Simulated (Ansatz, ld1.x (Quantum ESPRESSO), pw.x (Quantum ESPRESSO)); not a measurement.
# iron (Fe): one change to the ultrasoft potential, in the atom and in the bcc crystal

iron, ultrasoft, made with ld1.x (Quantum ESPRESSO) 7.5 (PBEsol, scalar-relativistic). Core [Ne] 3s2, reference 3p6 3d6 4s2 4p0. Waves: 4s (bound): rcut 1.70, rcutus 2.35 bohr; 4s channel at 0.85 Ry: rcut 1.70, rcutus 2.35 bohr; 3p (bound): rcut 1.20, rcutus 1.35 bohr; 4p (bound, empty): rcut 1.20, rcutus 1.35 bohr; 3d (bound): rcut 1.40, rcutus 1.50 bohr; 3d channel at 0.2 Ry: rcut 1.40, rcutus 1.50 bohr. Local part: all-electron potential smoothed inside 1.50 bohr (lloc = -1). Core correction: none. Augmentation charge: PSQ, inside the norm-conserving radii.

Change: waves 3p (bound): rcut 1.20, rcutus 1.96 bohr; 4p (bound): rcut 1.20, rcutus 1.96 bohr.

Cutoffs, loose and tight: the cutoffs (Ry, on a coarse ladder) from which the occupation-weighted sum of valence levels, in a spherical-Bessel basis at the reference potential, stays within 10 and 1 mRy of its value at 400 Ry. They do not see the model core or the augmentation charge, which bear on the density cutoff. Test errors are all-electron minus pseudo excitation energies from the reference, over the configurations 3p6 3d6 4s1 4p0; 3p6 3d6 4s0 4p0; 3p6 3d5 4s0 4p0; 3p6 3d7 4s0 4p0; 3p6 3d6 4s0 4p1; 3p6 3d7 4s1 4p0; 3p6 3d6 4s0 4p2; variants that change the core or the reference have their own tests.

Crystal test: bcc Fe in pw.x 7.5, no spin, 17³ k-points, Fermi–Dirac smearing 0.01 Ry, cutoffs set for each file from its atomic test. The reference is all-electron LAPW (Ansatz 0.2.0) with the same functional, mesh and smearing; V0 and B0 come from Birch–Murnaghan fits to the pressures at five volumes. Errors are pseudo minus all-electron; Δ is the rms difference of the E(V) curves that follow from these fits, minima aligned, over ±6 % about the mean V0. Mesh and smearing are coarse, so the numbers serve the comparison and aren't converged zero-temperature values; the lattice is a test structure that the element need not adopt. Spin polarisation and strong correlation are left out, which matters for this element.

All-electron: a0 = 2.728 Å (V0 = 10.15 Å³/atom), B0 = 292.0 GPa.

Question: Does the change bring the crystal closer to the all-electron result?

Answer: The mean pressure error goes from +5.29 to +3.60 GPa, so the change moves the solid closer to the all-electron pressures.

```csv
quantity,base,changed
outcome (atom),generated,generated
"cutoff, loose (atom)",50 Ry,45 Ry
"cutoff, tight (atom)",90 Ry,80 Ry
bound ghosts (atom),none,none
largest test error (meV) (atom),+42 over the solved tests; 1 of 7 tests not solved or not reliable,+33 over the solved tests; 3 of 7 tests not solved or not reliable
cutoffs in pw.x (Ry),110/880,100/800
a0 (Å),2.744,2.739
a0 error (%),+0.58,+0.39
B0 error (%),-1.1,-1.0
Δ (meV/atom),11.4,7.7
mean pressure error (GPa),+5.29,+3.60
```

Base: The largest radius (2.35 bohr) exceeds half the bond length (2.23 bohr), so the spheres overlap, which is one possible source of error among others. This is a poor potential for the solid. Atomic configuration tests: 1 of 7 tests not solved or not reliable. Changed file: The largest radius (2.35 bohr) exceeds half the bond length (2.23 bohr), so the spheres overlap, which is one possible source of error among others. Atomic configuration tests: 3 of 7 tests not solved or not reliable. The atomic cutoffs weigh occupied waves only.
